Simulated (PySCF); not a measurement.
# C2H7NO (SMILES COCN) at 5 levels

We compute a comparison of 5 runs (HF/STO-3G, HF/def2-SVP, B3LYP/6-31G*, PBE0/def2-SVP, MP2/6-31G**) of C2H7NO. The job is set up through a Python script.

Program for the calculation: PySCF 2.14.0.

## Step 1: Starting point

The species is C2H7NO (11 atoms), meant as a singlet with charge 0. SMILES: `COCN`. The shape is that of a PBE0-D4/def2-TZVP optimisation. This is a higher conformer, about 22 kJ/mol above the lowest found by a separate search.

Bond lengths: C1–O2 1.398 Å, O2–C3 1.406 Å, C3–N4 1.425 Å, C1–H5 1.090 Å, C1–H6 1.100 Å, C1–H7 1.100 Å, C3–H8 1.106 Å, C3–H9 1.101 Å, N4–H10 1.007 Å, N4–H11 1.009 Å. Some angles: C1–O2–C3 111.9°, O2–C3–N4 108.7°, O2–C1–H5 107.6°, O2–C1–H6 111.8°, O2–C1–H7 111.8°, O2–C3–H8 108.0°, O2–C3–H9 109.9°, N4–C3–H8 113.9°, N4–C3–H9 108.8°, C3–N4–H10 112.7°.

## Step 2: Energy and forces at HF/STO-3G (run 1)

The input, run.py:

```python
import pyscf.grad
from pyscf import gto

system = gto.M(
    atom='''
C       -0.958000       1.409200      -0.033200
O       -0.853300       0.028700       0.163500
C        0.475900      -0.416600       0.053800
N        0.495100      -1.836200       0.181600
H       -2.012300       1.673800       0.046700
H       -0.394100       1.974000       0.724000
H       -0.591100       1.710300      -1.025900
H        0.882800      -0.047200      -0.905900
H        1.085000       0.020900       0.859400
H        1.325200      -2.174200       0.641300
H        0.370200      -2.315800      -0.697200
''',
    verbose=3,
    max_memory=1860,
    basis='sto-3g',
)

mf = system.RHF()
mf.conv_tol = 1e-10
mf.kernel()
if not mf.converged:
    mf = mf.newton().run(mf.mo_coeff, mf.mo_occ)

e_final = mf.e_tot
print(f'total energy: {e_final:.8f} hartree')
grad = mf.Gradients().kernel()
mf.analyze()
```

Command:

```sh
$ OMP_NUM_THREADS=1 python run.py
```

Log:

```text
converged SCF energy = -206.438826846059
[... 11 lines left out ...]
MO #2   energy= -15.31337805672    occ= 2
[... 4 lines left out ...]
MO #7   energy= -0.892767286171137 occ= 2
[... 4 lines left out ...]
MO #12  energy= -0.569410408059877 occ= 2
[... 4 lines left out ...]
MO #17  energy= -0.317740982927411 occ= 2
[... 4 lines left out ...]
MO #22  energy= 0.695515908585946  occ= 0
[... 4 lines left out ...]
MO #27  energy= 0.825219770368648  occ= 0
[... 12 lines left out ...]
Dipole moment(X, Y, Z, Debye):  2.12004,  0.74147, -0.98944
```

Wall time 1.4 s (1 thread of Intel Xeon at 2.70GHz, shared host); peak memory 0.12 GiB.

## Step 3: Energy and gradient at HF/def2-SVP (run 2)

The input, job.py:

```python
import pyscf.grad
from pyscf import gto, scf

mol = gto.M(
    atom=[
    ('C', (-0.958000, 1.409200, -0.033200)),
    ('O', (-0.853300, 0.028700, 0.163500)),
    ('C', (0.475900, -0.416600, 0.053800)),
    ('N', (0.495100, -1.836200, 0.181600)),
    ('H', (-2.012300, 1.673800, 0.046700)),
    ('H', (-0.394100, 1.974000, 0.724000)),
    ('H', (-0.591100, 1.710300, -1.025900)),
    ('H', (0.882800, -0.047200, -0.905900)),
    ('H', (1.085000, 0.020900, 0.859400)),
    ('H', (1.325200, -2.174200, 0.641300)),
    ('H', (0.370200, -2.315800, -0.697200)),
],
    max_memory=1860,
    verbose=4,
    basis='def2-svp',
    charge=0,
)

mf = scf.RHF(mol)
mf.conv_tol = 1e-10
mf.kernel()
if not mf.converged:
    mf = mf.newton().run(mf.mo_coeff, mf.mo_occ)

e_tot = mf.e_tot
print('E = %.10f Eh' % e_tot)
grad = mf.Gradients().kernel()
mf.analyze()
```

Command:

```sh
$ OMP_NUM_THREADS=1 python job.py
```

Log:

```text
PySCF version 2.14.0

[... 94 lines left out ...]
MO #6   energy= -1.16151300646933  occ= 2
[... 16 lines left out ...]
MO #23  energy= 0.277043034787425  occ= 0
[... 16 lines left out ...]
MO #40  energy= 0.925529768458984  occ= 0
[... 16 lines left out ...]
MO #57  energy= 1.92191526661739   occ= 0
[... 16 lines left out ...]
MO #74  energy= 2.64821676335045   occ= 0
[... 16 lines left out ...]
MO #91  energy= 3.94089685510967   occ= 0
[... 105 lines left out ...]
Dipole moment(X, Y, Z, Debye):  2.29575,  0.84811, -1.02245
```

Run time: 6.9 s. Hardware: 1 thread of Intel Xeon at 2.70GHz, shared host; peak memory 0.18 GiB.

Runs 3 to 4 aren't shown in full; the table further down has their settings and results.

## Step 4: Energy and forces at MP2/6-31G(d,p) (spherical functions) (run 5)

The input, geometry.xyz:

```xyz
11
C2H7NO
C     -0.958000     1.409200    -0.033200
O     -0.853300     0.028700     0.163500
C      0.475900    -0.416600     0.053800
N      0.495100    -1.836200     0.181600
H     -2.012300     1.673800     0.046700
H     -0.394100     1.974000     0.724000
H     -0.591100     1.710300    -1.025900
H      0.882800    -0.047200    -0.905900
H      1.085000     0.020900     0.859400
H      1.325200    -2.174200     0.641300
H      0.370200    -2.315800    -0.697200
```

The input, job.py:

```python
# COCN
from pyscf import gto, scf, mp

system = gto.M(
    atom='geometry.xyz',
    verbose=3,
    max_memory=1860,
    charge=0,
    basis='6-31g**',
)

mf = scf.RHF(system)
mf.conv_tol = 1e-10
mf.kernel()
if not mf.converged:
    mf = mf.newton().run(mf.mo_coeff, mf.mo_occ)

pt = mp.MP2(mf, frozen=4).run()
etot = pt.e_tot
print(f'total energy: {etot:.8f} hartree')
grad = pt.nuc_grad_method().kernel()
dip = mf.dip_moment()
pop, q = mf.mulliken_pop()
```

Command:

```sh
$ OMP_NUM_THREADS=1 python job.py
```

Log:

```text
converged SCF energy = -209.102039416728
[... 2 lines left out ...]
total energy: -209.74082926 hartree
[... 8 lines left out ...]
Dipole moment(X, Y, Z, Debye):  2.28453,  0.82198, -1.04404
[... 103 lines left out ...]
charge of   10H =      0.27552
```

It took 18 s on 1 thread of Intel Xeon at 2.70GHz, shared host; peak memory 0.51 GiB.

## Step 5: All runs side by side

| run | level | Cartesian functions | integration grid | energy (Eh) | dipole moment (D) of the reference | HOMO energy (eV) | LUMO energy (eV) | wall time |
| --- | --- | --- | --- | --- | --- | --- | --- | --- |
| 1 | HF/STO-3G | no | – | -206.438827 | 2.45 | -8.65 | 15.17 | 1.4 s |
| 2 | HF/def2-SVP | no | – | -208.937750 | 2.65 | -10.74 | 4.76 | 6.9 s |
| 3 | B3LYP/6-31G* (Cartesian functions) | yes | 5 | -210.369611 | 2.30 | -6.44 | 2.19 | 24 s |
| 4 | PBE0/def2-SVP | no | 5 | -209.975284 | 2.29 | -6.79 | 1.80 | 36 s |
| 5 | MP2/6-31G** (spherical functions) | no | – | -209.740829 | 2.64 | -10.68 | 6.10 | 18 s |

## Step 6: Summary of results

```
                                          quantity          value
                               run 5: total energy  -209.74083 Eh
       run 5: dipole moment (Hartree–Fock density)         2.64 D
        run 5: HOMO energy (Hartree–Fock orbitals)      -10.68 eV
        run 5: LUMO energy (Hartree–Fock orbitals)        6.10 eV
      run 5: HOMO–LUMO gap (Hartree–Fock orbitals)       16.77 eV
run 5: correlation energy (4 core orbitals frozen)     -638.8 mEh
                   run 5: largest force on an atom     0.675 eV/Å
```

What this shows: Over runs 1, 2, 3, 4 the dipole moment (its size) runs from 2.29 D (PBE0/def2-SVP) to 2.65 D (HF/def2-SVP). Over runs 1, 2, 3, 4 the HOMO–LUMO gap runs from 8.59 eV (PBE0/def2-SVP) to 23.82 eV (HF/STO-3G). The two ends differ in method and basis. Totals of different functionals can't be ranked against each other. In run 1 the basis is minimal, so the values are rough. All runs together took 86 s, the longest 36 s.
